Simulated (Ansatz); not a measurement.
System: solid CO2 (dry ice). Method: rVV10 in Ansatz (plane waves, PAW).

Numerical settings: plane-wave cutoff 520 eV, 6×6×6 k mesh, Fermi–Dirac smearing 0.01 eV, scalar-relativistic PAW data made under PBE.

Shape and atoms are relaxed at each volume.

The direct gap at Γ against volume; x = 100 ln(V/13.922 Å³). One gap is withheld.

```
V (Å³/atom)      x  gap (eV)
-----------  -----  --------
13.365       -4.08         ?
13.644       -2.02     6.519
13.922        0.00     6.492
14.200        1.98     6.469
14.479        3.92     6.447
```

**Question.** Fit a straight line to the rows shown, give the volume deformation potential and predict the withheld gap.

**Answer.** Means of the 4 rows: x̄ = 0.970, ȳ = 6.4817 eV. Σ(x − x̄)(y − ȳ) = -0.2367 and Σ(x − x̄)² = 19.604, so the slope is -0.0121 eV per unit of x, and dE_g/d ln V = -1.2 eV. At x = -4.08: 6.4817 + (-0.0121) × (-4.08 − (0.970)) = 6.543 eV. The run gives 6.548 eV, 0.005 eV above the line.

Note: the bulk modulus comes from volumes at which shape and atoms were relaxed.

Ansatz is a program for electronic structure.
